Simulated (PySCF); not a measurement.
Compound: H₃O₄P.
Numbering: `[O:1]=[P:2]([OH:3])([OH:4])[OH:5]` (hydrogens: H6 on O3; H7 on O4; H8 on O5)

A linear-response calculation (PySCF, def2-SVPD basis, gas phase, vertical, core orbitals frozen in the response) gave these numbers; the functional is withheld.

Orbital energies (eV): HOMO-3 -12.51, HOMO-2 -11.37, HOMO-1 -10.72, HOMO -10.58, LUMO 0.32, LUMO+1 1.42, LUMO+2 1.46.

```json
{"state": "S1", "E (eV)": "7.75", "f": "0.034", "main configurations (H = HOMO, L = LUMO)": "H→L (92%)"}
{"state": "S2", "E (eV)": "7.89", "f": "0.020", "main configurations (H = HOMO, L = LUMO)": "H-1→L (91%)"}
{"state": "S3", "E (eV)": "8.23", "f": "0.0006", "main configurations (H = HOMO, L = LUMO)": "H-2→L (90%)"}
{"state": "S4", "E (eV)": "9.02", "f": "0.024", "main configurations (H = HOMO, L = LUMO)": "H→L+2 (57%), H-1→L+1 (9%)"}
{"state": "S5", "E (eV)": "9.04", "f": "0.025", "main configurations (H = HOMO, L = LUMO)": "H-1→L+2 (29%), H→L+1 (22%), H-2→L+1 (13%)"}
{"state": "S6", "E (eV)": "9.20", "f": "0.0022", "main configurations (H = HOMO, L = LUMO)": "H→L+1 (50%), H-1→L+2 (22%), H→L+2 (11%)"}
```

Triplets (Tamm–Dancoff): T1 7.48 eV, H→L (86%); T2 7.62 eV, H-1→L (84%); T3 7.88 eV, H-2→L (84%); T4 8.61 eV, H→L+2 (47%), H-3→L (17%), H-2→L+2 (11%).

Vertical ionisation energy by ΔSCF with the same functional: 11.73 eV. Mean static polarisability: 37.8 au.

**Question.** Which of these was used?
A. CAM-B3LYP
B. HF
C. PBE
D. PBE0

**Answer.** A. CAM-B3LYP is range-separated, 19% exact exchange at short range and 65% at long range (ω = 0.33 bohr⁻¹). In this run −ε(HOMO) = 10.58 eV differs from the ΔSCF value by -1.15 eV, and S1 differs from the orbital gap of 10.90 eV by -3.15 eV. The ratio −ε(HOMO)/IP is 0.90. Small neutral molecules mostly give 0.85 to 0.93 with CAM-B3LYP, 0.5 to 0.7 with PBE, 0.7 to 0.83 with PBE0; with Hartree–Fock the ratio is 1 or more (Koopmans' value less the relaxation energy is the ΔSCF value).

Level of theory: TDDFT CAM-B3LYP/def2-SVPD, vertical, gas phase, core orbitals frozen in the response in PySCF. Geometry: PBE0-D3(BJ)/def2-SVP, one conformer, isolated molecule.

Shape of the structure used: `[O:1]=[P:2]([OH:3])([OH:4])[OH:5]`: H–O3–P2–O1 0°, H–O4–P2–O1 1°, H–O5–P2–O1 172°.
